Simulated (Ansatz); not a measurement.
Mulliken charges of silanol (`O[SiH3]`) from B3LYP/def2-TZVPP in Ansatz (PBE0-D4/def2-TZVP geometry).

| atom | x (Å) | y (Å) | z (Å) | charge (e) |
| --- | --- | --- | --- | --- |
| O1 | 0.637 | -1.030 | 0.419 | -0.397 |
| Si2 | -0.036 | 0.347 | -0.187 | 0.460 |
| H3 | 0.069 | -1.629 | 0.905 | 0.184 |
| H4 | -1.128 | 0.046 | -1.153 | -0.088 |
| H5 | 1.061 | 1.065 | -0.876 | -0.071 |
| H6 | -0.602 | 1.202 | 0.892 | -0.088 |

Problem. By hand: the dipole of these point charges (1 e Å = 4.8032 D).

Solution. Σ q r = (-0.180, 0.083, -0.001) e Å, of length 0.198 e Å = 0.95 D.

Problem. How does the dipole of the full density compare? (Estimate.)

Solution. Ansatz gave: (-0.231, -0.093, 0.112) e Å, 1.31 D; the point charges give 0.73 times that, at 51° from its direction.

Point charges leave out the atoms' own dipoles, such as those of lone pairs, and Mulliken's split depends on the basis, so the two needn't agree.

B3LYP here is the variant with VWN-RPA as its local correlation; programs differ in this.
